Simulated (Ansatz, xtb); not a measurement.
**Two isomers of C4H8FN**

Structure I is `[H]/N=C(\C)CCF`, a singlet and structure II is `F[C@@H]1CCNC1`, a singlet. Both are isolated molecules in the gas phase, relaxed with B3LYP-D3(BJ)/def2-SVP; the shapes shown needn't be the lowest conformers.

I (Å):

```xyz
14

C    -1.5937    0.1455   -0.3030
C    -0.6086   -0.8053   -0.9383
C    -0.1725   -1.9838   -0.0875
C     0.9430   -1.6269    0.8846
F     0.5086   -0.6992    1.8224
N    -0.0918   -0.6846   -2.0969
H    -1.8056    1.0066   -0.9541
H    -1.1969    0.4985    0.6614
H    -2.5409   -0.3758   -0.0831
H    -0.4407    0.1653   -2.5572
H     0.2082   -2.7664   -0.7610
H    -1.0239   -2.3939    0.4812
H     1.7979   -1.1905    0.3408
H     1.2849   -2.5240    1.4285
```

II (Å):

```yaml
atoms:
  - { symbol: C, position_ang: [0.5613, -2.9670, -0.2593] }
  - { symbol: C, position_ang: [-0.0337, -2.2881, 0.9682] }
  - { symbol: C, position_ang: [0.1483, -0.8085, 0.6247] }
  - { symbol: C, position_ang: [1.7431, -2.0678, -0.6369] }
  - { symbol: F, position_ang: [-0.3861, -2.9330, -1.2847] }
  - { symbol: N, position_ang: [1.4896, -0.7903, 0.0416] }
  - { symbol: H, position_ang: [0.8402, -4.0219, -0.1074] }
  - { symbol: H, position_ang: [-1.0771, -2.5897, 1.1357] }
  - { symbol: H, position_ang: [0.5621, -2.5506, 1.8574] }
  - { symbol: H, position_ang: [0.0872, -0.1548, 1.5104] }
  - { symbol: H, position_ang: [-0.6504, -0.4979, -0.0806] }
  - { symbol: H, position_ang: [1.6594, 0.0171, -0.5498] }
  - { symbol: H, position_ang: [1.7810, -1.9937, -1.7383] }
  - { symbol: H, position_ang: [2.6974, -2.5164, -0.3037] }
```

Which of the two would you expect CCSD(T)/def2-SVP + ΔMP2/def2-TZVPP electronic energies to favour?

Not settled: CCSD(T)/def2-SVP + ΔMP2/def2-TZVPP gives E(II) − E(I) = −0.053 eV, but this leans on the basis-set step: CCSD(T) alone gives −0.013 eV.

Level by level:

```
                             level               geometry  E(II) − E(I) (eV)  departure from the last row (eV)  job, with rough time for the two
                          GFN2-xTB               GFN2-xTB              −0.655                            −0.603              optimisation, 0.22 s
                         HF/STO-3G               GFN2-xTB              −1.390                            −1.337              single point, 0.65 s
                r2SCAN-D4/def2-SVP               GFN2-xTB              −0.146                            −0.093               single point, 3.7 s
             B3LYP-D3(BJ)/def2-SVP  B3LYP-D3(BJ)/def2-SVP              −0.046                            +0.007                optimisation, 78 s
                       HF/def2-SVP  B3LYP-D3(BJ)/def2-SVP              −0.045                            +0.008           part of the CCSD(T) run
                      MP2/def2-SVP  B3LYP-D3(BJ)/def2-SVP              −0.074                            −0.022           part of the CCSD(T) run
                  CCSD(T)/def2-SVP  B3LYP-D3(BJ)/def2-SVP              −0.013                            +0.039                      single point
CCSD(T)/def2-SVP + ΔMP2/def2-TZVPP  B3LYP-D3(BJ)/def2-SVP              −0.053                                                  single point, 75 s
```

As drawn, II has 2 C–N in place of 1 C=N. Structure I has no ring, II a 5-membered ring.

CCSD(T)/def2-SVP finds them nearly level. The largest departure from CCSD(T)/def2-SVP + ΔMP2/def2-TZVPP is that of HF/STO-3G, 1.337 eV. The last row adds to CCSD(T) the change of the MP2 difference between the two basis sets, here −0.039 eV.

With thermal terms from frequencies at re-optimised GFN2-xTB minima (ideal gas, soft modes damped towards free rotors, one conformer each, 298.15 K, 1 atm): on the last row, ΔE + ΔZPE = +0.032, ΔH = −0.010, ΔG = +0.083 eV.

The correlated steps freeze 6 core orbitals. Mirror images aren't counted in ΔG. Programs: Ansatz 0.2.0, xtb 6.7.1; the last row on 2 threads of Intel(R) Xeon(R) Processor @ 2.70GHz on a shared host.
